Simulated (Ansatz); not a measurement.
The cluster Si₂H₄ (the lowest singlet isomer of a short search) was relaxed with PBE-D4 (def2-TZVP, def2-TZVPD) in Ansatz in these states: charge -1 doublet, neutral singlet. The geometries follow in no particular order.

A:

| atom | x (Å) | y (Å) | z (Å) |
| --- | --- | --- | --- |
| Si1 | 0.5487 | 0.6770 | -0.7783 |
| Si2 | -0.5484 | -0.6770 | 0.7783 |
| H3 | -1.7115 | 0.1758 | 1.3011 |
| H4 | 1.7114 | -0.1760 | -1.3016 |
| H5 | 0.3413 | -0.6526 | 2.0278 |
| H6 | -0.3415 | 0.6528 | -2.0274 |

B:

```xyz
6

Si   -0.945   -0.072    0.532
Si    0.945    0.072   -0.531
H     1.007    0.895   -1.776
H    -1.006   -0.894    1.777
H     1.818   -1.137   -0.608
H    -1.819    1.137    0.607
```

Problem. Judge from the bond lengths which geometry belongs to which state (an estimate).

Solution. A is the charge -1 doublet (Si1–Si2 2.337 Å, Si1–H6 1.534 Å, Si2–H3 1.534 Å); B is the neutral singlet (Si1–Si2 2.174 Å, Si1–H6 1.493 Å, Si2–H3 1.493 Å).

At PBE-D4/def2-TZVPD the highest occupied level of the relaxed charge -1 doublet lies above zero (up to 0.80 eV). By energy differences its removal costs 1.27 eV (each at its own geometry, to the charge 0 singlet, at PBE-D4/def2-TZVPD); the vertical value is larger still, so the positive level points to self-interaction error. These are the stationary points nearest to one start from a short search; other shapes may lie lower in each state.
